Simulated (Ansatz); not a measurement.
# One elementary step

Start structure (SiNH₆F, closed shell), relaxed at PBE0-D4/def2-TZVP:

```csv
atom,x (Å),y (Å),z (Å)
Si1,-0.5136,-0.7820,-0.0411
H2,0.8749,-1.0968,0.4675
H3,-0.8529,-1.8692,-0.9902
H4,-1.3883,-0.8068,1.1554
N5,-0.6557,0.7157,-0.8537
H6,1.6110,0.3114,1.0722
F7,1.7507,1.1791,1.3763
H8,-0.3910,0.7799,-1.8233
H9,-0.4350,1.5688,-0.3632
```

The step: SiNH₅ ([NH2][SiH3]) + HF → SiNH₄F ([NH2][SiH2][F]) + H₂; bonds formed: Si1–F7, H2–H6; bonds broken: Si1–H2, H6–F7. Ansatz 0.2.0; basis: def2-TZVPP and def2-QZVPP; cores frozen in the correlated methods. Extrapolation: Hartree–Fock as exp(−7.88 √X), correlation as X^−2.97. Energies below are by CCSD(T) at an estimated basis limit (MP2 extrapolated from triple and quadruple zeta, plus CCSD(T) − MP2 in triple zeta).

Q: What are the electronic barrier and the energy of the step, from the start structure to the end structure? (To be estimated.)

A: By the calculation: Barrier 118.5 kJ/mol; step energy -129.0 kJ/mol (downhill); reverse barrier, their difference, 247.6 kJ/mol. Barrier and step energy count from the start structure, the reverse barrier from the end structure.

The saddle point: One imaginary mode of 1040i cm⁻¹.
```tsv
pair	start (Å)	saddle (Å)	end (Å)
Si1–F7	3.31	1.97	1.61
H2–H6	1.70	0.97	0.75
Si1–H2	1.51	1.70	3.98
H6–F7	0.93	1.20	2.72
```

Zero-point energy (harmonic, PBE0-D4): ZPE is 163.3 kJ/mol at the start and 160.1 kJ/mol at the saddle, so the barrier goes from 118.5 to 115.3 kJ/mol.

The T1 diagnostic stays at or below 0.013.

Labels in which every atom is bracketed show which atoms are joined, not bond orders.

For scale, one of the runs: CCSD(T)/def2-TZVPP, 188 basis functions, launched by `ansatz run in.yaml --threads 2 --pin off --events-out ev --progress --plain --max-ram 4352MiB`. The run took 49 s on 2 CPU threads of an Arm Neoverse V1 (shared host), with 2 GiB of host memory at its peak.
